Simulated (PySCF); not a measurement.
C₂H₅, SMILES [CH2]C (connectivity only; charge and spin as stated), charge +1, multiplicity 1. Atoms are numbered in the order given.

```xyz
7

C     -0.0063    -0.7460     0.0000
C     -0.0397     0.6593     0.0000
H     -0.9071    -1.3589     0.0000
H      0.9463    -1.2742     0.0000
H      0.6239     1.0062     0.8276
H     -1.0107     1.1410     0.0000
H      0.6239     1.0062    -0.8276
```
Charge +1, spin multiplicity 1.

Geometry optimised at B3LYP-D3(BJ)/def2-TZVP. The geometry has at least one imaginary mode, so it is a saddle point at that level. The spin state was assumed, not searched. The isomer is the one that the SMILES or the coordinates give; other isomers of the formula were not compared.

Vertical ionisation energy (IE) and electron affinity (EA) in eV. Rows of orbital energies are one-electron estimates. Where ΔSCF, EOM or ADC give a negative EA the extra electron is unbound and the value depends on the basis.

| level | IE | EA |
|---|---|---|
| −ε(HOMO), −ε(LUMO), HF/def2-TZVPD (PySCF) | (withheld) | (withheld) |
| −ε(HOMO), −ε(LUMO), CAM-B3LYP/def2-TZVPD (PySCF) | 19.24 | 9.38 |
| ADC(2)/aug-cc-pVDZ (PySCF) | 20.52 | 8.27 |

**Question.** Complete the blanks. (The exact figures need the calculation; the answer reports its results.)

**Answer.** 
- −ε(HOMO), −ε(LUMO), HF/def2-TZVPD (PySCF), IE: 21.48
- −ε(HOMO), −ε(LUMO), HF/def2-TZVPD (PySCF), EA: 6.13

Computed lowest 1s main lines (those of the lightest heavy element) from CVS-ADC(2)-x/aug-cc-pVDZ (PySCF, non-relativistic), with pole strengths:
299.4 eV (1.55), 303.5 eV (1.41).

**Question.** Beyond the first one, list the lowest photoelectron lines from PySCF with ADC(2)/aug-cc-pVDZ with their pole strengths (two spins summed). (The exact figures need the calculation; the answer reports its results.)

**Answer.** 21.16 eV (1.84), 22.16 eV (1.82), 24.30 eV (1.82), 28.30 eV (1.77), 33.38 eV (1.68).
